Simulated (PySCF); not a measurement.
## Dipole moment and polarisability of `C=C=C=C(C)C`

C6H8.
Numbering: `[CH2:1]=[C:2]=[C:3]=[C:4]([CH3:5])[CH3:6]` (hydrogens: H7, H8 on C1; H9, H10, H11 on C5; H12, H13, H14 on C6)

Cartesian coordinates in Å at the GFN2-xTB level; atoms count from 1:
```
atom  x, y, z in Å
C1     3.225   -0.053    0.086
C2     1.920   -0.026    0.172
C3     0.666    0.003    0.255
C4    -0.646    0.017    0.346
C5    -1.422   -1.209    0.725
C6    -1.449    1.254    0.079
H7     3.791    0.823   -0.189
H8     3.783   -0.954    0.285
H9    -0.757   -2.045    0.927
H10   -2.024   -1.012    1.612
H11   -2.101   -1.486   -0.083
H12   -2.165    1.070   -0.722
H13   -0.808    2.085   -0.205
H14   -2.014    1.534    0.969
```

Level: PBE0/def2-SVPD (PySCF), static field, nuclei fixed, core orbitals frozen in the response. The polarisability tensor in these axes (au):

```
x   146.44  -1.70  -6.46
y    -1.70  61.48  -2.75
z    -6.46  -2.75  51.63
```

Q: What are the eigenvalues, a third of the trace, and Δα (Δα² = ½Σ(αi − αj)² over the three pairs)?

A: Principal values 50.46, 62.20 and 146.91 au; mean 86.52 au = 12.82 Å³ = 14.27 × 10⁻⁴⁰ C²·m²/J; Δα = 91.15 au (105 % of the mean).

Q: What is the dipole moment, and where does it point?

A: (-1.18, 0.01, 0.08) D, 1.18 D in size, pointing from the negative to the positive side. Measured along this direction, the outermost atoms are H7 and H8 at the negative end and H10, H12, H14 and H11 at the positive end.

Q: Sum over states: ᾱ = Σ f/ω², ω in Eh. What share falls to these 6 lowest TDDFT singlets (eV, f)? 4.32, 0.0000; 5.23, 0.5843; 5.68, 0.0000; 6.04, 0.0069; 6.75, 0.0046; 6.83, 0.0253.

A: They add up to 16.44 au, 19.0 % of the 86.52 au; the largest single term is 15.82 au, from the state at 5.23 eV. Terms in order: 0.00, 15.82, 0.00, 0.14, 0.07, 0.40 au. Higher excitations give the rest. The strengths listed sum to 0.621.

Q: What are the principal values of the traceless quadrupole moment, Θ = ½Σq(3rr − r²1), about the centre of nuclear charge?

A: -4.69, -0.26, 4.95 D·Å. The values depend on the origin, since the dipole doesn't vanish. The electronic extent ⟨r²⟩ about the same centre is 793 bohr², a root-mean-square distance of 2.25 Å for the 44 electrons.

Q: Orientational against electronic polarisability at 350 K (dilute gas, rigid molecules)?

A: In Gaussian units μ²/3kT = 9.66 Å³ against 12.82 Å³, a ratio of 0.75; the Debye molar polarisation (4π/3)N_A(α + μ²/3kT) is 56.7 cm³/mol, leaving out the vibrational part.

Q: Find the Langevin capture rate constant for NO+ (29.998 u) meeting this molecule (80.063 u), k = 2.342 × 10⁻⁹ cm³/s × √(α in Å³ / reduced mass in u).

A: The reduced mass is 21.82 u, so k = 1.80 × 10⁻⁹ cm³/s. The formula leaves out the permanent dipole, which adds to the capture rate.

Q: Molar refractivity from α?

A: Lorentz–Lorenz: R = (4π/3)N_A α = 2.5225 cm³/(mol·Å³) × 12.82 Å³ = 32.3 cm³/mol, in the limit of long wavelengths.

Isolated species at its GFN2-xTB geometry, gas phase.
